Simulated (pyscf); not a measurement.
PySCF, gas phase, ωB97X-D3(BJ)/def2-SVP geometries.

Problem. Estimate the classical barrier height and the reaction energy of `[SiH4]` + `[ClH]` -> `[SiH3][Cl]` + `[H][H]` at ωB97M-D3(BJ)/def2-TZVP. The step runs on the singlet surface, breaks H–Si, Cl–H and forms Cl–Si, H–H; take the separated reactants as zero.

Solution. ΔE‡ = 157.0 kJ/mol, ΔE = -71.1 kJ/mol. Zero-point energy shifts the barrier by +3.9 kJ/mol. It is a four-centre exchange, with an imaginary mode of 1041i cm⁻¹. This is the saddle that the search found; another between the same sides may lie lower.
